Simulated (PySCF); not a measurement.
SiCl and its ions

UHF-CCSD(T); basis Si def2-TZVPPD, Cl def2-TZVPPD; no relativity; PySCF 2.14. Neutral (UHF): doublet (π ↑), Re = 2.075 Å, ωe = 531 cm⁻¹, De = 4.21 eV.

SiCl⁺ (RHF): singlet (closed shell), Re = 1.959 Å, ωe = 674 cm⁻¹, De = 5.07 eV to Si⁺ + Cl. The energies at the minima are -748.74841 hartree for SiCl and -748.48198 for SiCl⁺.

Work out the adiabatic ionisation energy, without and with harmonic zero-point energies (1 hartree = 27.2114 eV, 1 eV = 8065.5 cm⁻¹), and the change of the bond length.

At CCSD(T): 0.26643 hartree = 7.250 eV between the minima; the zero-point term (674.0 − 531.0)/2 cm⁻¹ = +0.009 eV makes it 7.259 eV. Re changes by -11.6 pm against the neutral. The electron leaves a π orbital, and the shorter bond of the ion fits an antibonding orbital, or a change in how ionic the bond is.

SiCl⁻ (UHF): triplet (π ↑↑), Re = 2.264 Å, ωe = 355 cm⁻¹, De = 1.91 eV to Si + Cl⁻. The energies at the minima are -748.74841 hartree for SiCl and -748.79058 for SiCl⁻.

Work out the adiabatic electron affinity, without and with harmonic zero-point energies (1 hartree = 27.2114 eV, 1 eV = 8065.5 cm⁻¹), and the change of the bond length.

At UHF-CCSD(T): 0.04217 hartree = 1.148 eV between the minima; the zero-point term (531.0 − 355.0)/2 cm⁻¹ = +0.011 eV makes it 1.158 eV. Re changes by +18.9 pm against the neutral. The electron enters a π orbital, and the longer bond of the ion fits an antibonding orbital, or a change in how ionic the bond is.

Correlated steps freeze 10 core orbitals. For an ion De counts to the pair picked by the measured ionisation energies or electron affinities, which need not be the lowest pair at this level. Where the molecule has an RHF reference, its open-shell atoms are computed with UHF. States were picked by a PBE0 search and need not be the measured ground states.

Neutral and ion stand on different kinds of reference determinant, which adds to the error of the difference.
